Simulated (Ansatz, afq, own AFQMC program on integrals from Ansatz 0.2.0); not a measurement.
# HO, doublet: a scan with AFQMC

```tsv
atom	x (Å)	y (Å)	z (Å)
O	0.0000	0.0000	0.0000
H	0.0000	0.0000	0.9731
```

The O1–H2 distance is changed with both sides rigid. Energies in mEh count from this geometry (0.973 Å) at the same level; the start stands on UHF, each point on the determinant named.

Basis cc-pVDZ. Only valence electrons are correlated. Ansatz 0.2.0 and our own AFQMC program on the same integrals; the CISD trial comes from CCSD amplitudes, and released means the phaseless constraint is let go. ± is one standard error of the sampling.

Cautions, each for one point or more: raised T1 diagnostic; strong correlation; the next higher spin lies close; unrestricted determinant spin contaminated.

| r(O1–H2) / Å | det. | T1 | weight | ⟨S²⟩ | CCSD(T) | ph-AFQMC/CISD | released AFQMC | FCI | CCSDT(Q) | PBE0 | B3LYP |
| --- | --- | --- | --- | --- | --- | --- | --- | --- | --- | --- | --- |
| 0.871 | UHF | 0.005 | 0.96 | 0.75 | 13.5 | 13.5 ± 0.07 | – | 13.5 | 13.5 | 13.3 | 14.0 |
| 1.093 | UHF | 0.008 | 0.95 | 0.76 | 8.7 | 8.7 ± 0.08 | 8.6 ± 0.08 | 8.6 | 8.6 | 8.9 | 7.8 |
| 1.317 | UHF | 0.047 | 0.90 | 0.90 | 49.1 | 49.0 ± 0.1 | 48.5 ± 0.1 | 48.6 | 48.6 | 51.0 | 47.7 |
| 1.810 | UHF | 0.065 | 0.83 | 1.59 | 124.8 | 122.6 ± 0.09 | 121.8 ± 0.1 | 121.6 | 121.6 | 131.4§ | 128.1§ |
| 2.585 | UHF | 0.007 | 0.97 | 1.74 | 149.1 | 148.1 ± 0.09 | 148.0 ± 0.07 | 148.1 | 148.2 | 156.4§ | 157.9§ |

Weight is that of the determinant in the CISD state; at the start T1 is 0.006 and the weight 0.96, and ⟨S²⟩ is 0.75. A dash marks a missing value, a released energy that hasn't settled or a functional that sits on another state. § marks a functional whose ⟨S²⟩ is too high by over 0.1. Largest departures from full CI: CCSD(T) 3.2 mEh at 1.810 (on UHF), ph-AFQMC/CISD 1.0 mEh at 1.810 (on UHF), released AFQMC 0.2 mEh at 1.810 (on UHF) (within the noise), CCSDT(Q) 0.0 mEh at 2.585 (on UHF), PBE0 2.4 mEh at 1.317, B3LYP -0.9 mEh at 1.317. Functionals count only at points shown to share the start's state and spin. In this small basis the wave-function levels are far from their limit, so their gap to the functionals isn't the functionals' error.

Some points may be missing: those where a free walk finds a much lower state, and past Zn most of those on another determinant than at the start.

CCSDT and higher add their correlation energy to the determinant of the CCSD(T) run, since their own runs factorise the integrals more tightly (a shift of under 2 meV). A walk keeps the symmetry of its determinant, which the program's search chose and which needn't be the lowest solution, so a lower state of the same spin and another symmetry isn't excluded. Released energies are given only where the last usable release times agree within the noise; a slower fall can still hide under it.
